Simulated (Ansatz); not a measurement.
`CSP` + `CNC` → `CN(C)P` + CH₃SH at 600 K and 1 bar (ligand exchange at a P–S bond).

Gas-phase electronic energies from Ansatz, PBE0-D4/def2-TZVP geometries. CCSD(T)/CBS is the MP2 limit (def2-TZVPP, def2-QZVPP) plus CCSD(T) − MP2 in def2-TZVPP, frozen cores. This one scheme is used for every species. One conformer a species, not always the lowest.

```
 species  CCSD(T)/CBS energy (Eh)  H − E (kJ/mol)  S (J/(mol·K))
   `CSP`               -779.77158           194.1          375.2
   `CNC`               -135.00321           284.6          333.5
`CN(C)P`               -476.53702           319.5          400.9
   CH₃SH               -438.22835           152.3          296.8
```

H − E and S are ideal-gas, rigid-rotor, harmonic terms from PBE0-D4/def2-TZVP, for one conformer and one mirror image of each species. 1 Eh = 2625.50 kJ/mol, R = 8.31446 J/(mol·K).

Question: By hand: ΔE, ΔH, ΔS and ΔG.

Answer: ΔE = (-476.53702) + (-438.22835) − (-779.77158) − (-135.00321) = 0.00942 Eh = 24.7 kJ/mol. Δ(H − E) = 319.5 + 152.3 − 194.1 − 284.6 = -6.9, so ΔH = 17.8 kJ/mol. ΔS = 400.9 + 296.8 − 375.2 − 333.5 = -11.0 J/(mol·K). ΔG = 17.8 − 600 × (-11.0)/1000 = 24.4 kJ/mol.

Question: By hand: the equilibrium constant, and the temperature at which ΔG would vanish if ΔH and ΔS stayed fixed.

Answer: log₁₀ K = −ΔG/(RT ln 10) = -2.1. ΔH and −TΔS have one sign here, so there is no such temperature.

TΔS isn't small against ΔH here. A doubt of 5 kJ/mol in ΔE shifts log₁₀ K by 0.4 here. Other conformers and mirror images would add mixing entropy, several J/(mol·K) or more a flexible species. These are equilibria of isolated gas molecules and say nothing of rates. Largest T1 diagnostic: 0.012 (customary marks: 0.02 for closed shells, 0.045 for open ones).

ΔS is within the doubt of such terms, so its sign, and with it that verdict, could turn.
